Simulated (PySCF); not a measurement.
# Polarisability as a sum over states

Species: PH₃.
Structure used (GFN2-xTB), in Å, numbered top down from 1:
```xyz
4
PH3 angstrom
P     -0.001    0.003    0.570
H     -0.559    1.009   -0.206
H      1.158   -0.016   -0.190
H     -0.588   -0.991   -0.198
```

Level of theory: TDDFT B3LYP/def2-SVPD, vertical, gas phase, core orbitals frozen in the response in PySCF 2.14.0, density-fitted response routines.

Computed singlets:

```
state  E (eV)       f
   S1    7.18   0.141
   S2    7.51   0.073
   S3    7.51   0.073
   S4    9.76   0.029
   S5    9.76   0.029
   S6    9.86  0.0000
   S7   10.03   0.056
   S8   10.13   0.093
```

Task: Build the mean polarisability up from these states and compare it with the full response value.

Result: Each state adds f / ΔE² (ΔE in hartree, 27.2114 eV).

```
state  f/ΔE² (au)  running sum (au)  running share of α (%)
   S1        2.03              2.03                     7.1
   S2        0.96              2.99                    10.4
   S3        0.96              3.95                    13.7
   S4        0.23              4.18                    14.5
   S5        0.23              4.41                    15.3
   S6        0.00              4.41                    15.3
   S7        0.41              4.82                    16.8
   S8        0.67              5.49                    19.1
```

The full response gives 28.75 au (4.26 Å³), so 23.3 au comes from the higher roots of the same equations.

Task: By how much does the contribution of these states grow at 589.3 nm?

Result: With ω = 0.0773 hartree each state's term in the mean polarisability goes from f / ΔE² to f / (ΔE² − ω²); the sum over all 8 states goes from 5.49 to 5.92 au, a rise of 0.43 au.

The largest single term belongs to S1, which also has the largest f.

A one-level model with all 8 active electrons at a single energy would need ΔE = √(N/α) = 14.4 eV to give this α, against S1 at 7.18 eV.
